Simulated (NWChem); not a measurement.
System: phosphine (PH₃); SMILES P

The following NWChem deck was run.

```
start job
memory heap 200 mb stack 900 mb global 1100 mb
geometry units angstroms noautoz
  P      0.000000     0.000000     0.138041
  H      0.404904    -1.125274    -0.643619
  H     -1.176967     0.211980    -0.643619
  H      0.772064     0.913294    -0.643619
end
basis spherical
  * library 3-21g
end
dft
  xc b3lyp
  iterations 150
  mulliken
end
task dft energy
```

NWChem printed, in part:

```
             Northwest Computational Chemistry Package (NWChem) 7.3.0
             --------------------------------------------------------

 C3V symmetry detected

                             Geometry "geometry" -> ""
                             -------------------------

 Output coordinates in angstroms (scale by  1.889725989 to convert to a.u.)

  No.       Tag          Charge          X              Y              Z
 ---- ---------------- ---------- -------------- -------------- --------------
    1 P                   15.0000    -0.00000000    -0.00000000     0.13027667
    2 H                    1.0000     0.84563235     0.84563235    -0.65138333
    3 H                    1.0000     0.30952292    -1.15515527    -0.65138333
    4 H                    1.0000    -1.15515527     0.30952292    -0.65138333

 Effective nuclear repulsion energy (a.u.)      17.4340134458

      Symmetry information
      --------------------

 Group name             C3v
 Group number             17
 Group order               6
 No. of unique centers     2

                                 NWChem DFT Module
                                 -----------------

 Summary of "ao basis" -> "ao basis" (spherical)
 ------------------------------------------------------------------------------
       Tag                 Description            Shells   Functions and Types
 ---------------- ------------------------------  ------  ---------------------
 P                           3-21g                   7       13   4s3p
 H                           3-21g                   2        2   2s

      Symmetry analysis of basis
      --------------------------

        a1          9
        a2          0
        e          10

  Rotation of axis

            General Information
            -------------------
          SCF calculation type: DFT
          Wavefunction type:  closed shell.
          No. of atoms     :     4
          No. of electrons :    18
           Alpha electrons :     9
            Beta electrons :     9
          Charge           :     0
          Spin multiplicity:     1
          Use of symmetry is: on ; symmetry adaption is: on
          Maximum number of iterations: 150
          AO basis - number of functions:    19
                     number of shells:    13
          Convergence on energy requested:  1.00D-06
          Convergence on density requested:  1.00D-05
          Convergence on gradient requested:  5.00D-04

              XC Information
              --------------
                         B3LYP Method XC Potential
                     Hartree-Fock (Exact) Exchange  0.200
                        Slater Exchange Functional  0.800 local
                    Becke 1988 Exchange Functional  0.720 non-local
              Lee-Yang-Parr Correlation Functional  0.810
                  VWN I RPA Correlation Functional  0.190 local

             Grid Information
             ----------------
          Grid used for XC integration:  medium
          Radial quadrature: Mura-Knowles
          Angular quadrature: Lebedev.
          Tag              B.-S. Rad. Rad. Pts. Rad. Cut. Ang. Pts.
          ---              ---------- --------- --------- ---------
          P                   1.00       88           6.0       590
          H                   0.35       45           7.0       434
          Grid pruning is: on
          Number of quadrature shells:   133
          Spatial weights used:  Erf1

      Superposition of Atomic Density Guess
      -------------------------------------

 Sum of atomic energies:        -340.42973375

      Non-variational initial energy
      ------------------------------

 Total energy =    -340.603855
 1-e energy   =    -505.452913
 2-e energy   =     147.415045
 HOMO         =      -0.307955
 LUMO         =       0.119613

      Symmetry analysis of molecular orbitals - initial
      -------------------------------------------------

  Numbering of irreducible representations:

     1 a1          2 a2          3 e

  Orbital symmetries:

     1 a1          2 a1          3 e           4 e           5 a1
     6 a1          7 e           8 e           9 a1         10 e
    11 e          12 a1         13 e          14 e          15 a1
    16 a1         17 a1         18 e          19 e

     ---------------------------------------------
      Total Density - Mulliken Population Analysis
     ---------------------------------------------

    Atom       Charge   Shell Charges
 -----------   ------   -------------------------------------------------------
    1 P   15    15.24   2.00  1.97  5.87  0.82  1.81  1.02  1.74
    2 H    1     0.92   0.38  0.54
    3 H    1     0.92   0.38  0.54
    4 H    1     0.92   0.38  0.54

   convergence    iter        energy       DeltaE   RMS-Dens  Diis-err
 ---------------- ----- ----------------- --------- --------- ---------
 d= 0,ls=0.0,diis     1   -341.3779314942 -3.59D+02  1.94D-02  1.20D-01
 d= 0,ls=0.0,diis     2   -341.3930507224 -1.51D-02  4.39D-03  3.18D-03
 d= 0,ls=0.0,diis     3   -341.3937382529 -6.88D-04  1.27D-03  3.06D-04
 d= 0,ls=0.0,diis     4   -341.3937946228 -5.64D-05  3.59D-04  5.10D-05
 d= 0,ls=0.0,diis     5   -341.3938030585 -8.44D-06  1.37D-05  3.08D-08
 d= 0,ls=0.0,diis     6   -341.3938030659 -7.40D-09  1.10D-06  5.16D-11

         Total DFT energy =     -341.393803065901
      One electron energy =     -506.161830297323
           Coulomb energy =      171.618291124159
    Exchange-Corr. energy =      -24.284277338525
 Nuclear repulsion energy =       17.434013445788

 Numeric. integr. density =       18.000008528631

                  Occupations of the irreducible representations
                  ----------------------------------------------

                     irrep           alpha         beta
                     --------     --------     --------
                     a1                5.0          5.0
                     a2                0.0          0.0
                     e                 4.0          4.0

                       DFT Final Molecular Orbital Analysis
                       ------------------------------------

 Vector    7  Occ=2.000000D+00  E=-3.945254D-01  Symmetry=e
              MO Center= -3.5D-01,  1.6D-02, -3.3D-01, r^2= 1.8D+00
   Bfn.  Coefficient  Atom+Function         Bfn.  Coefficient  Atom+Function
  ----- ------------  ---------------      ----- ------------  ---------------
     7      0.351745  1 P  px                19     -0.350215  4 H  s
    18     -0.256648  4 H  s                 17      0.207905  3 H  s
     3     -0.179209  1 P  px                11      0.178758  1 P  px
    16      0.152359  3 H  s                 15      0.142311  2 H  s
     8     -0.136233  1 P  py                14      0.104289  2 H  s

 Vector    8  Occ=2.000000D+00  E=-3.945254D-01  Symmetry=e
              MO Center=  3.5D-01, -1.6D-02, -3.3D-01, r^2= 1.8D+00
   Bfn.  Coefficient  Atom+Function         Bfn.  Coefficient  Atom+Function
  ----- ------------  ---------------      ----- ------------  ---------------
     8      0.351745  1 P  py                15      0.322231  2 H  s
    17     -0.284360  3 H  s                 14      0.236140  2 H  s
    16     -0.208388  3 H  s                  4     -0.179209  1 P  py
    12      0.178758  1 P  py                 7      0.136233  1 P  px
     3     -0.069409  1 P  px                11      0.069234  1 P  px

 Vector    9  Occ=2.000000D+00  E=-2.716238D-01  Symmetry=a1
              MO Center=  2.9D-17,  2.3D-17,  4.4D-01, r^2= 1.7D+00
   Bfn.  Coefficient  Atom+Function         Bfn.  Coefficient  Atom+Function
  ----- ------------  ---------------      ----- ------------  ---------------
    10      0.442917  1 P  s                 13      0.418207  1 P  pz
     9      0.403048  1 P  pz                 6      0.226809  1 P  s
     5     -0.208498  1 P  pz                 2     -0.190763  1 P  s
    15     -0.132303  2 H  s                 17     -0.132303  3 H  s
    19     -0.132303  4 H  s                 14     -0.090906  2 H  s

 Vector   10  Occ=0.000000D+00  E= 4.274625D-02  Symmetry=e
              MO Center= -1.2D-01,  3.9D-02, -3.6D-02, r^2= 3.0D+00
   Bfn.  Coefficient  Atom+Function         Bfn.  Coefficient  Atom+Function
  ----- ------------  ---------------      ----- ------------  ---------------
    11      1.086965  1 P  px                19      1.071082  4 H  s
    15     -0.559702  2 H  s                 17     -0.511380  3 H  s
     7      0.329174  1 P  px                12     -0.261117  1 P  py
    18      0.175694  4 H  s                  3     -0.159871  1 P  px
    14     -0.091810  2 H  s                 16     -0.083884  3 H  s

 Vector   11  Occ=0.000000D+00  E= 4.274625D-02  Symmetry=e
              MO Center=  1.2D-01, -3.9D-02, -3.6D-02, r^2= 3.0D+00
   Bfn.  Coefficient  Atom+Function         Bfn.  Coefficient  Atom+Function
  ----- ------------  ---------------      ----- ------------  ---------------
    12      1.086965  1 P  py                17      0.941534  3 H  s
    15     -0.913635  2 H  s                  8      0.329174  1 P  py
    11      0.261117  1 P  px                 4     -0.159871  1 P  py
    16      0.154444  3 H  s                 14     -0.149868  2 H  s
     7      0.079076  1 P  px                 3     -0.038405  1 P  px

 Vector   12  Occ=0.000000D+00  E= 1.148623D-01  Symmetry=a1
              MO Center=  8.4D-16,  7.4D-17, -4.2D-01, r^2= 3.1D+00
   Bfn.  Coefficient  Atom+Function         Bfn.  Coefficient  Atom+Function
  ----- ------------  ---------------      ----- ------------  ---------------
    10      1.558035  1 P  s                 13     -1.120608  1 P  pz
    15     -1.122213  2 H  s                 17     -1.122213  3 H  s
    19     -1.122213  4 H  s                  6      0.414784  1 P  s
     9     -0.334923  1 P  pz                 2     -0.269147  1 P  s
     5      0.138692  1 P  pz                14     -0.065586  2 H  s

[...]
```

Level: B3LYP/3-21G. All runs use the structure optimised with PBE0/def2-SVP. B3LYP is NWChem's, with the RPA form of VWN correlation.
